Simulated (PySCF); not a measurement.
ClH. Atoms are numbered in the order given.

```xyz
2

Cl     0.0000     0.0000    -0.0711
H      0.0000     0.0000     1.2083
```
Charge 0, spin multiplicity 1.

Geometry: PBE0-D3(BJ)/def2-TZVPD.

All values below come from PBE0-D3(BJ)/def2-TZVPD (PySCF).

Frequencies are harmonic and unscaled.

| mode | ν (cm⁻¹) | IR (km/mol) | Raman (Å⁴/amu) | depolarisation | moving atoms (share of kinetic energy) |
|---|---|---|---|---|---|
| 1 | 2996 | 46.8 | 88.8 | 0.17 | H 97 % |
